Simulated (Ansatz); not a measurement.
# C3H4FN: small, medium and large basis sets

One table from this session's results is given with a row withheld; the runs are named, their logs left out.

Computed with Ansatz 0.2.0, Gaussian basis. Level: one geometry, several basis sets.

Plan: PBE0-D4/def2-SVP; ωB97M-V/def2-SVP; PBE0-D4/def2-QZVPP; ωB97M-V/def2-QZVPP; the functionals' def2-TZVPP values are taken from earlier runs.

### The geometry

An earlier PBE0-D4 in a triple-zeta def2 set relaxation fixed the geometry.

9 atoms, charge 0, spin multiplicity 1.

Atoms are counted from 1 here; the program's logs count them from 0.

Bond lengths: N1–C2 1.252 Å, N1–H6 1.022 Å, C2–C3 1.462 Å, C2–C4 1.464 Å, C3–C4 1.526 Å, C3–H7 1.086 Å, C3–H8 1.087 Å, C4–F5 1.361 Å, C4–H9 1.086 Å. Angles: C2–N1–H6 110.4°, N1–C2–C3 144.7°, N1–C2–C4 152.0°, C3–C2–C4 62.9°, C2–C3–C4 58.6°, C2–C3–H7 121.7°, C2–C3–H8 115.6°, C4–C3–H7 117.7°, C4–C3–H8 116.7°, H7–C3–H8 114.9°, C2–C4–C3 58.5°, C2–C4–F5 119.8°, C2–C4–H9 120.2°, C3–C4–F5 118.9°, C3–C4–H9 117.8°, F5–C4–H9 112.0°.

Coordinates:

```xyz
9

N    -0.6727    0.5388    1.7008
C    -0.2076    0.1178    0.6173
C     0.9973   -0.3605   -0.0596
C    -0.3036   -0.1258   -0.8229
F    -0.3809    0.9265   -1.6825
H    -1.6347    0.8602    1.5750
H     1.3431   -1.3841    0.0459
H     1.7836    0.3772   -0.1959
H    -0.8362   -0.9963   -1.1953
```

The first run:

Input file in.yaml:

```yaml
crystal:
  periodic: [false, false, false]
  atoms:
    - {symbol: N, position_ang: [-0.672660, 0.538793, 1.700769]}
    - {symbol: C, position_ang: [-0.207596, 0.117849, 0.617306]}
    - {symbol: C, position_ang: [0.997308, -0.360500, -0.059552]}
    - {symbol: C, position_ang: [-0.303609, -0.125791, -0.822906]}
    - {symbol: F, position_ang: [-0.380904, 0.926460, -1.682493]}
    - {symbol: H, position_ang: [-1.634715, 0.860229, 1.574972]}
    - {symbol: H, position_ang: [1.343137, -1.384117, 0.045914]}
    - {symbol: H, position_ang: [1.783640, 0.377188, -0.195860]}
    - {symbol: H, position_ang: [-0.836202, -0.996313, -1.195350]}
basis:
  gaussian: {orbitals: def2-SVP}
hamiltonian: {xc: pbe0, dispersion: d4}
output: {orbitals: {seedname: orbitals}}
```

Run with:

```
$ ansatz run in.yaml --threads 2 --pin off --events-out ev --progress --plain --max-ram 4352MiB
```

Steps of the session up to this table: PBE0-D4 in def2-SVP; ωB97M-V in def2-SVP; PBE0-D4 in def2-QZVPP; ωB97M-V in def2-QZVPP.

One table of the session follows, with a row left open; its other results are not shown here.

```
functional       basis  HOMO (eV)
   PBE0-D4    def2-SVP      -7.18
   PBE0-D4  def2-TZVPP      -7.35
   PBE0-D4  def2-QZVPP      -7.40
   ωB97M-V    def2-SVP      -9.48
   ωB97M-V  def2-TZVPP          ?
   ωB97M-V  def2-QZVPP      -9.72
```

Q: Estimate the row for ωB97M-V, def2-TZVPP from the others.

The run gave: HOMO (eV): -9.67. In the column «HOMO (eV)» it lies between ωB97M-V, def2-QZVPP (-9.72) and ωB97M-V, def2-SVP (-9.48).
